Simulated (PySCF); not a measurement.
Structure problem from calculated spectra and properties.

Formula: C3H6F2.

| Property | Result |
| --- | --- |
| 1H NMR | chemical shifts (computed TMS as zero) by class: 4.94 (4 H), 1.80 (2 H) ppm [GIAO PBE0/pcSseg-1] |
| Polarisability | 40.1 au [PBE0/def2-SVPD] |
| Triplet | lowest triplet excitation (Tamm–Dancoff): 8.60 eV [TDA PBE0/def2-SVPD] |
| Rotational structure | rotational constants A, B, C: 9.972, 2.769, 2.658 GHz [GFN2-xTB] |
| 13C NMR | chemical shifts (computed TMS as zero) by class: 81.5 (2 C), 37.2 (1 C) ppm [GIAO PBE0/pcSseg-1] |
| NMR, other nuclei | isotropic shieldings of nuclei other than C and H, by class: 426 (2 F) ppm [GIAO PBE0/pcSseg-1] |
| UV, strongest line | among the 6 lowest singlet transitions: S6 at 9.58 eV (129 nm, f = 0.038) [TDDFT PBE0/def2-SVPD] |
| Dipole | 1.83 D [PBE0/def2-SVPD] |
| UV, first state | lowest singlet excitation: 8.87 eV (140 nm, f = 0.021) [TDDFT PBE0/def2-SVPD] |

Gas-phase values; electronic properties from PySCF, density fitting. Levels stand in brackets. Geometry: GFN2-xTB, one conformer, isolated molecule. NMR classes are plain means over equivalent atoms (diastereotopic ones count apart unless rotation or inversion swaps them), as if these changed places fast.

Task: What is the compound? Reason from the data.

Result: Numbering: `[F:1][CH2:2][CH2:3][CH2:4][F:5]`. Its formula, C3H6F2, gives 0 degrees of unsaturation, so no ring and no π bond. 3 carbons fall into 2 classes; from least to most shielded: sp3 C–F carbon [C2/C4] (81.5 ppm, 2 C), chain CH2 carbon [C3] (37.2 ppm). Hydrogen classes from least to most shielded: 4 H on 2 sp3 C–F carbons, C2/C4 (4.94 ppm), 2 H on a chain CH2 carbon, C3 (1.80 ppm). The other shieldings belong to: 426 ppm, alkyl fluorine [F1/F5]. The optimised geometry has point group C2 and is an asymmetric top. Structure: 1,3-difluoropropane, `FCCCF`. Computed isomers that give other values at the same levels: `CC(C)(F)F` (rotational constant A: 5.133 GHz; this holds for the one conformer computed); `C[C@H](F)CF` (13C chemical shifts (computed TMS as zero) by class: 90.6 (1 C), 88.2 (1 C), 21.2 (1 C) ppm). The assignments are read from this structure; whether some other isomer fits the data as well wasn't checked.

Shape of the structure used: `[F:1][CH2:2][CH2:3][CH2:4][F:5]`: F1–C2–C3–C4 69°, C2–C3–C4–F5 70°.
